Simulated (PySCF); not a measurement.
C2HClN3 (charge -1).
Bonds: Cl1–C2, C2–C3 (aromatic), C3–N4 (aromatic), N4–N5 (aromatic), N5–N6 (aromatic), C2–N6 (aromatic). Hydrogens: H7 on C3.

The same species was optimised twice, with GFN2-xTB and with PBE0-D3(BJ)/def2-SVP (PySCF), and the same property calculations (PySCF, gas phase) were run on both structures.

```
   coordinate  GFN2-xTB  PBE0-D3(BJ)/def2-SVP  change
    N5–N6 (Å)     1.316                 1.330  +0.014
   Cl1–C2 (Å)     1.729                 1.743  +0.014
    C3–N4 (Å)     1.339                 1.346  +0.007
    N4–N5 (Å)     1.319                 1.326  +0.007
    C2–C3 (Å)     1.386                 1.390  +0.004
    C2–N6 (Å)     1.335                 1.333  -0.002
 N4–N5–N6 (°)     112.1                 111.5    -0.6
Cl1–C2–N6 (°)     123.1                 122.6    -0.5
Cl1–C2–C3 (°)     127.9                 128.2    +0.3
 C2–N6–N5 (°)     105.7                 105.9    +0.2
 C3–C2–N6 (°)     109.0                 109.2    +0.2
 C2–C3–N4 (°)     105.7                 105.9    +0.2
 C3–N4–N5 (°)     107.5                 107.5     0.0
```

Rotational constants: A = 10377, B = 2156, C = 1785 MHz (GFN2-xTB) against A = 10315, B = 2128, C = 1764 MHz (PBE0-D3(BJ)/def2-SVP). Point groups within 0.08 Å: Cs and Cs.

On the GFN2-xTB structure: HOMO (eV) -1.69 [PBE0/pcSseg-1]; LUMO (eV) 6.12 [PBE0/pcSseg-1]; GIAO shielding of Cl1 (ppm) 867.1 [PBE0/pcSseg-1]; GIAO shielding of C2 (ppm) 49.4 [PBE0/pcSseg-1]; GIAO shielding of C3 (ppm) 58.7 [PBE0/pcSseg-1]; GIAO shielding of N4 (ppm) -112.9 [PBE0/pcSseg-1]; GIAO shielding of N5 (ppm) -153.8 [PBE0/pcSseg-1]; GIAO shielding of N6 (ppm) -98.5 [PBE0/pcSseg-1].

**Question.** What do these properties become on the PBE0-D3(BJ)/def2-SVP structure?

**Answer.** 
```tsv
property	level	on GFN2-xTB	on PBE0-D3(BJ)/def2-SVP	change
HOMO (eV)	PBE0/pcSseg-1	-1.69	-1.73	-0.04
LUMO (eV)	PBE0/pcSseg-1	6.12	5.94	-0.18
energy, GFN2-xTB geometry as zero (kcal/mol)	PBE0/pcSseg-1	0.0	-0.4	-0.4
GIAO shielding of Cl1 (ppm)	PBE0/pcSseg-1	867.1	859.1	-8.0
GIAO shielding of C2 (ppm)	PBE0/pcSseg-1	49.4	47.5	-1.9
GIAO shielding of C3 (ppm)	PBE0/pcSseg-1	58.7	57.8	-0.9
GIAO shielding of N4 (ppm)	PBE0/pcSseg-1	-112.9	-120.8	-7.9
GIAO shielding of N5 (ppm)	PBE0/pcSseg-1	-153.8	-160.1	-6.3
GIAO shielding of N6 (ppm)	PBE0/pcSseg-1	-98.5	-105.2	-6.7
```

The heavy atoms differ by 0.010 Å rms after alignment. Among bonds between heavy atoms Cl1–C2 and N5–N6 change most and about equally (+0.014 Å). Changes are differences of the printed values. Neither structure is proved a minimum here. Geometry: PBE0-D3(BJ)/def2-SVP; no solvent, vibrations or thermal averaging. The geometry's basis has no diffuse functions, a weakness for an anion.
